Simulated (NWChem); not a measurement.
**Atomisation of nitrogen dioxide (NO2)**

SMILES: [O]N=O
```xyz
3

O     -1.1093     0.0000     0.1425
N      0.0000     0.0000    -0.3257
O      1.1093     0.0000     0.1425
```
Charge 0, spin multiplicity 2.

Everything below was run with NWChem. The geometry was optimised at UPBE/def2-SVP, a minimum by its harmonic frequencies.

Basis set: def2-TZVP. The atomisation energy is electronic alone: no zero-point, thermal, spin-orbit or counterpoise terms. No value is extrapolated to the basis-set limit. Free atoms are single determinants with multiplicities O 3, N 4. Correlated methods freeze the same cores in atoms and molecule, 3 orbitals in all.

B3LYP has NWChem's definition, with VWN1-RPA local correlation. The unpaired electrons of the parent sit in orbitals of symmetry a1 (C2v labels of the run); other states weren't searched. The stability of the SCF solutions was not checked. Open-shell Hartree-Fock references start from PBE0 orbitals.

For the atomisation energy, MP2 gives 235.0 kcal/mol and HF gives 52.0 kcal/mol. What do CAM-B3LYP, B3LYP, M06-2X give?

CAM-B3LYP: 230.3 kcal/mol; B3LYP: 232.2 kcal/mol; M06-2X: 223.5 kcal/mol.
